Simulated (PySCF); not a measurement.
# Isomerisation enthalpies of C4H10

**Measured values to compare with.**

Active Thermochemical Tables 1.112 lists, for the gas at 0 K: enthalpy of formation of `CC(C)C` (isobutane) -106.76 ± 0.4 kJ/mol; enthalpy of formation of `CCCC` (butane) -98.54 ± 0.38 kJ/mol.

How close the calculation comes is told at the end.

Differences of these values give the isomerisation enthalpies. Geometries: GFN2-xTB; runs in PySCF, gas phase, with a dispersion term only where the level names one. Total electronic energies (Eh):

| SMILES | PBE0/pcSseg-1 |
| --- | --- |
| CC(C)C | -158.23040 |
| CCCC | -158.22890 |

Geometry of `CC(C)C` (Å):
```
atom  x, y, z in Å
C1    -0.0345    1.3643   -0.6339
C2     0.0300    0.1221    0.2512
C3     1.2602   -0.7142   -0.0917
C4    -1.2403   -0.7101    0.0952
H5     0.8600    1.9709   -0.5101
H6    -0.1130    1.0776   -1.6807
H7    -0.8998    1.9725   -0.3795
H8     0.1083    0.4432    1.2962
H9     2.1692   -0.1309    0.0379
H10    1.2122   -1.0495   -1.1258
H11    1.3203   -1.5902    0.5506
H12   -1.2062   -1.5867    0.7384
H13   -2.1181   -0.1247    0.3599
H14   -1.3490   -1.0445   -0.9347
```

Geometry of `CCCC` (Å):
```
atom  x, y, z in Å
C1     1.8727   -0.5147    0.3611
C2     0.4398   -0.0636    0.6168
C3    -0.4399   -0.2223   -0.6212
C4    -1.8726    0.2288   -0.3641
H5     2.3222    0.0730   -0.4368
H6     2.4770   -0.3956    1.2576
H7     1.8965   -1.5623    0.0680
H8     0.4401    0.9844    0.9261
H9     0.0160   -0.6507    1.4350
H10   -0.4408   -1.2709   -0.9282
H11   -0.0162    0.3626   -1.4411
H12   -1.8972    1.2769   -0.0729
H13   -2.4795    0.1071   -1.2586
H14   -2.3187   -0.3581    0.4362
```

Zero-point and thermal terms are left out, so the computed numbers are electronic energies.

**Comparison with experiment**

Relative to `CC(C)C`, the lowest by measurement, in kJ/mol (measured: enthalpies at 0 K; computed: electronic energies):

```
SMILES  measured  PBE0/pcSseg-1
CC(C)C       0.0            0.0
  CCCC       8.2            3.9
```

Measured values: -106.76 kJ/mol (0 K; Active Thermochemical Tables 1.112) for the first row; the others come from the same table. Unsigned miss: PBE0/pcSseg-1 4.3 kJ/mol. One conformer stands for `CCCC`, not necessarily the lowest, while the measurement averages over conformers. Where a level misses, the cause wasn't examined.
